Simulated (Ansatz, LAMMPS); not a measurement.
# Ladder of methods for the elastic constant C12 of cubic perovskite SrTiO₃ (cubic form, which distorts at low temperature)

Reference value: 103 GPa (measured, 273 K, not corrected to a static lattice; as tabulated in Frostenson et al. (2021), arXiv:2109.07393).

Problem. Put these levels in order of the elastic constant C12 that they give for cubic perovskite SrTiO₃ (cubic form, which distorts at low temperature), smallest first: PBE (Ansatz, a program for electronic structure), ionic model akhtar1995 (shell model, LAMMPS), ionic model pedone2006 (rigid ions, LAMMPS).

Solution. PBE (98.6 GPa), ionic model pedone2006 (126 GPa), ionic model akhtar1995 (139 GPa)

Unless a cell is named, each level is at its own relaxed cell (ionic model akhtar1995 11.83, ionic model pedone2006 12.07, PBE 12.20 Å³/atom).

Differences against the reference: ionic model akhtar1995 +35 %, ionic model pedone2006 +22 %, PBE -4.3 %.

The measured value isn't corrected to a static lattice, so vibrations enter the comparison.  PBE, ionic model akhtar1995, ionic model pedone2006: the relaxation could not lower the start's symmetry, so the cell can be a saddle point above a distorted one. Each level is taken at its own relaxed cell. Ansatz's density-functional and Hartree–Fock values are scalar-relativistic unless marked +SOC, with PAW data made under PBE.

Empirical potentials (ionic model akhtar1995, ionic model pedone2006) are fitted to chosen data, which need not cover the solid at hand: agreement can be built in, and what lay outside the fit can be far off.

Differences are worked out from the printed values.
